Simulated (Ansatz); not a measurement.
# C2H4O: the cost of one run

All numbers are computed with Ansatz 0.2.0, driven from Python. The levels of theory stand in the script.

## Step 1: Starting point

Bond lengths: C1–C2 1.519 Å, C2–O3 1.395 Å, C1–H4 1.110 Å, C1–H5 1.110 Å, C1–H6 1.111 Å, C2–H7 1.110 Å. Angles: C1–C2–O3 110.0°, C1–C2–H7 110.0°, O3–C2–H7 109.4°, C2–C1–H4 109.5°, C2–C1–H5 109.8°, C2–C1–H6 110.1°, H4–C1–H5 108.9°, H4–C1–H6 109.1°, H5–C1–H6 109.4°.

The script holds or builds the structure itself.

## Step 2: The code

methods.py reads:

```python
'''C2H4O(-) at several levels of theory.'''

import ansatz as az

geometry_ang = [
    ('C', [-0.6326, -0.0095, -0.0525]),
    ('C', [0.8024, 0.3371, 0.305]),
    ('O', [1.4712, -0.8033, 0.7509]),
    ('H', [-1.1586, 0.9047, -0.3982]),
    ('H', [-1.1567, -0.4096, 0.8406]),
    ('H', [-0.652, -0.7689, -0.8629]),
    ('H', [1.3263, 0.7495, -0.5829]),
]
mol = az.Crystal.molecule()
for symbol, xyz in geometry_ang:
    mol = mol.atom(symbol, xyz)

model = mol.calculation().basis(gaussian='cc-pVDZ').charge(-1).spin('collinear', total=1)

methods = ['mp2', 'ccsd', 'ccsd_t']
reports = [model.correlation(m).run().report for m in methods]
print(f'Hartree-Fock reference {reports[0]["reference_energy_ev"] / 27.211386246:.6f} Ha')
best = reports[-1]['free_energy_ev'] - reports[-1]['reference_energy_ev']
for method, each in zip(methods, reports):
    gained = each['free_energy_ev'] - each['reference_energy_ev']
    print(f'{method:8s} total {each["free_energy_ev"] / 27.211386246:.6f} Ha  correlation {gained:9.4f} eV  ({100 * gained / best:.1f} % of the last)')
```

## Step 3: The input behind the calls

The package turns the script's settings into the engine's input (first run):

```yaml
crystal:
  periodic: [false, false, false]
  atoms:
    - { symbol: C, position_ang: [-0.6326, -0.0095, -0.0525] }
    - { symbol: C, position_ang: [0.8024, 0.3371, 0.305] }
    - { symbol: O, position_ang: [1.4712, -0.8033, 0.7509] }
    - { symbol: H, position_ang: [-1.1586, 0.9047, -0.3982] }
    - { symbol: H, position_ang: [-1.1567, -0.4096, 0.8406] }
    - { symbol: H, position_ang: [-0.652, -0.7689, -0.8629] }
    - { symbol: H, position_ang: [1.3263, 0.7495, -0.5829] }
basis:
  gaussian:
    orbitals: cc-pVDZ
magnetization:
  spin_polarized: true
  initial_magnetization: 1.0
total_charge: -1.0
correlation:
  method: mp2
```

## Step 4: The run

The run is started by

```bash
$ python methods.py
```

**Question.** How long does this script take on 1 thread of Intel Xeon 6975P-C (Granite Rapids), shared host, and how much memory does it need?

About 10 s, with a peak of 0.33 GiB.
